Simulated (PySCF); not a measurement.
Problem. Give a GFN2-xTB geometry of `CC#CC(=O)[O-]`. (Charge -1.)

Solution. 
```
atom  x, y, z in Å
C1    -1.811    0.070   -0.263
C2    -0.374    0.014   -0.020
C3     0.812   -0.030    0.181
C4     2.308   -0.087    0.436
O5     2.915    0.966    0.199
O6     2.721   -1.179    0.849
H7    -2.351   -0.453    0.530
H8    -2.052   -0.403   -1.218
H9    -2.154    1.108   -0.293
```

Orientation and origin are arbitrary. Atoms count from 1 in this order. C4 (carboxylate carbon) is planar (angles 130.5°, 114.7° and 114.7°, sum 360.0°, 0.00 Å off the plane of its three neighbours). The C–C distances run from 1.203 Å (C2≡C3, drawn triple) to 1.519 Å (C3–C4, drawn single), a spread of 0.316 Å. The 6 heavy atoms lie in one plane (0.001 Å rms).

Bonds between heavy atoms (Å): C1–C2 1.459, C2≡C3 1.203, C3–C4 1.519, C4=O5 1.238, C4–O6 1.238.

Structure optimised with GFN2-xTB, isolated species.

Point group: near Cs, missed by 0.24 Å at most; the miss may be what the optimiser left on a soft mode. No frequency check.

These are computed values.
